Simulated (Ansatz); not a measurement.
# C2H5F (SMILES CCF): from total energies to a heat of formation

C2H5F has 8 atoms, charge 0, and is taken as a singlet. As SMILES, `CCF`. The shape is that of a PBE0-D4/def2-TZVP optimisation.

```xyz
8

C    -0.4317    0.5669   -0.2646
C     0.3784   -0.5991    0.2305
F     1.6633   -0.1864    0.5465
H    -1.4439    0.2374   -0.5126
H     0.0186    0.9985   -1.1604
H    -0.5003    1.3430    0.4998
H     0.4640   -1.3815   -0.5298
H    -0.0563   -1.0360    1.1348
```

Total energies at MP2/aug-cc-pVDZ, 3 core orbitals frozen (Ansatz 0.2.0); the atoms run unrestricted:

```tsv
species	state	energy (Eh)
C2H5F	singlet	-178.609042
C	triplet	-37.741465
F	doublet	-99.535699
H	doublet	-0.499334
```

Harmonic wavenumbers at PBE0-D4/def2-TZVP, in cm⁻¹: 256, 415, 810, 900, 1092, 1134, 1187, 1302, 1392, 1423, 1473, 1491, 1515, 3050, 3057, 3093, 3134, 3145.

Measured heats of formation of the gaseous atoms at 298.15 K, in kJ/mol: C 716.9, F 79.4, H 218.0. Spin-orbit lowering of the atoms at 298 K (mean of the ground term's levels less their thermal mean, from spectra), in kJ/mol: C 0.02, F 1.29. Take 1 Eh = 2625.50 kJ/mol, 1 cm⁻¹ = 0.0119627 kJ/mol, RT = 2.479 kJ/mol.

Question: Work out the heat of formation of the gas at 298 K.

Answer: 
1. Electronic atomisation energy: 2 × (-37.741465) + (-99.535699) + 5 × (-0.499334) − (-178.609042) = 1.093743 Eh = 2871.6 kJ/mol.
2. Zero-point energy: half the sum of the wavenumbers, 14934.5 cm⁻¹ = 178.7 kJ/mol.
3. Thermal vibrational enthalpy, Σ hcν̃/(exp(hcν̃/kT) − 1): 2.6 kJ/mol. Translation, rotation and pV of a non-linear molecule: 4 RT = 9.9 kJ/mol.
4. The 8 free atoms carry 5/2 RT each: 49.6 kJ/mol.
5. Spin-orbit coupling lowers the free atoms by 2 × 0.02 + 1.29 = 1.3 kJ/mol.
6. Atomisation enthalpy at 298 K: 2871.6 − 1.3 − 178.7 − 2.6 − 9.9 + 49.6 = 2728.7 kJ/mol.
7. Sum of the atoms' heats of formation: 2603.2 kJ/mol. Heat of formation: 2603.2 − 2728.7 = -125.5 kJ/mol.

The tabulated value is -272.5 kJ/mol (Active Thermochemical Tables), so this level is off by +147.0 kJ/mol, or 5.1 % of the atomisation enthalpy. Perturbation theory converges slowly with the basis for atomisation. Anharmonicity and any spin-orbit splitting of the molecule are left out, and so is core correlation.
